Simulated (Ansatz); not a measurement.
Ansatz (a first-principles code) input (revPBE/def2-TZVPD):

Ansatz 0.2 input:
```yaml
crystal:
  periodic: [false, false, false]
  atoms:
    - {symbol: C, position_ang: [0.00313871, 0.00322016, 0.46466816]}
    - {symbol: C, position_ang: [0.00177110, 1.41418985, -0.05949539]}
    - {symbol: H, position_ang: [-0.00580762, 1.46685517, -1.19524775]}
    - {symbol: H, position_ang: [-0.87855294, 1.98317546, 0.26908926]}
    - {symbol: H, position_ang: [0.88819067, 1.98046155, 0.25717418]}
    - {symbol: C, position_ang: [1.22363514, -0.70949310, -0.05303159]}
    - {symbol: H, position_ang: [1.26834455, -0.74770811, -1.18850734]}
    - {symbol: H, position_ang: [2.15786680, -0.22632205, 0.26389091]}
    - {symbol: H, position_ang: [1.27221630, -1.75500801, 0.28046707]}
    - {symbol: C, position_ang: [-1.22641294, -0.70572957, -0.03650824]}
    - {symbol: H, position_ang: [-1.28655024, -0.74378352, -1.17127689]}
    - {symbol: H, position_ang: [-1.27370326, -1.75109721, 0.29763699]}
    - {symbol: H, position_ang: [-2.15479637, -0.21969735, 0.29297591]}
basis:
  gaussian:
    orbitals: def2-TZVPD
hamiltonian:
  xc: {name: revPBE}
total_charge: -1
output: {forces: true}
```

Output:

```
Functional definition: revPBE
integrals: 0.12 GiB planned
1155 factors; their error is unknown
mean field: 1.15 GiB planned
mean field evaluation 1: about -4282.1489 eV, gradient 6.6e1 eV
mean field evaluation 2: about -4152.5101 eV, gradient 2.0e2 eV
mean field evaluation 4: about -4290.0811 eV, gradient 3.5e1 eV
mean field evaluation 8: about -4293.7648 eV, gradient 3.1e-1 eV
mean field evaluation 16: about -4293.7108 eV, gradient 3.0e-4 eV
mean field evaluation 32: about -4290.1856 eV, gradient 9.7e0 eV
mean field -4293.71079082 eV, -157.7909611809 hartree, gradient 5.7e-5 eV, S^2 0.000000; 1 other end points of the search recorded, 0 dependent functions left out
the calculation of the forces begins
reference -4293.71085633 eV, -157.7909635883 hartree; 17, 17 occupied and 212, 212 virtual orbitals, 1155 factors
Total energy: -4293.71085633 eV, -157.7909635883 hartree
Atom 0 at     0.003139     0.003220     0.464668 Å, force    -0.000476    -0.000498    -0.071407 eV/Å
Atom 1 at     0.001771     1.414190    -0.059495 Å, force     0.000741     0.135775     0.102112 eV/Å
Atom 2 at    -0.005808     1.466855    -1.195248 Å, force    -0.001826    -0.025546    -0.245686 eV/Å
Atom 3 at    -0.878553     1.983175     0.269089 Å, force    -0.193210     0.149522     0.083582 eV/Å
Atom 4 at     0.888191     1.980462     0.257174 Å, force     0.194827     0.148990     0.080991 eV/Å
Atom 5 at     1.223635    -0.709493    -0.053032 Å, force     0.117802    -0.067135     0.102740 eV/Å
Atom 6 at     1.268345    -0.747708    -1.188507 Å, force    -0.022014     0.010089    -0.245815 eV/Å
Atom 7 at     2.157867    -0.226322     0.263891 Å, force     0.226386     0.093959     0.081104 eV/Å
Atom 8 at     1.272216    -1.755008     0.280467 Å, force     0.031872    -0.241783     0.084744 eV/Å
Atom 9 at    -1.226413    -0.705730    -0.036508 Å, force    -0.116449    -0.066501     0.104305 eV/Å
Atom 10 at    -1.286550    -0.743784    -1.171277 Å, force     0.018940     0.010298    -0.246074 eV/Å
Atom 11 at    -1.273703    -1.751097     0.297637 Å, force    -0.031565    -0.241775     0.085228 eV/Å
Atom 12 at    -2.154796    -0.219697     0.292976 Å, force    -0.225027     0.094604     0.084177 eV/Å
Dipole moment:     0.000254     0.000262     0.037738 e Å
```

It need not be the lowest isomer of its formula. Whether it binds its extra electron was not tested at this geometry.
